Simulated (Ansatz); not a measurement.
Job for Ansatz (a quantum-chemistry and plane-wave program): R-MP2/aug-cc-pVTZ on water (SMILES O), atoms moved off the minimum.

Ansatz 0.2 input:
```yaml
crystal:
  periodic: [false, false, false]
  atoms:
    - {symbol: O, position_ang: [-0.15007744, 0.10838722, 0.04675602]}
    - {symbol: H, position_ang: [-0.53484406, -0.35953624, 0.03630225]}
    - {symbol: H, position_ang: [0.73557955, -0.42890580, 0.05717668]}
basis:
  gaussian:
    orbitals: aug-cc-pVTZ
magnetization: {spin_polarized: false}
correlation: {method: mp2, electrons: outside_noble_gas}
scf: {lower_state_search: off}
output: {forces: true}
```

The head of its log:

```
WARN ansatz: RAYON_NUM_THREADS=1 ignored (pool sized by the plan → 1); use --threads N
Functional definition: HF
these checks for a lower state are left out or cut short: starts, cluster_reference, orbital_swaps, neighbouring_geometries, increment
integrals: 0.03 GiB planned
526 factors; integrals over basis functions are off by at most 1.0e-3 eV
mean field: 0.10 GiB planned
mean field evaluation 1: about -2058.1224 eV, gradient 4.4e1 eV
mean field evaluation 2: about -2058.1224 eV, gradient 4.4e1 eV
mean field evaluation 4: about -2061.0709 eV, gradient 1.8e0 eV
mean field evaluation 8: about -2061.0844 eV, gradient 9.0e-2 eV
mean field -2061.08445230 eV, -75.7434565686 hartree, gradient 5.5e-7 eV, S^2 0.000000; 0 other end points of the search recorded, 0 dependent functions left out
1 core orbitals not correlated
reference -2061.08445230 eV, -75.7434565686 hartree; 4, 4 occupied and 87, 87 virtual orbitals, 526 factors
densities: 0.11 GiB planned
```

**Question.** Predict the final total energy.

**Answer.** -76.0025 hartree.
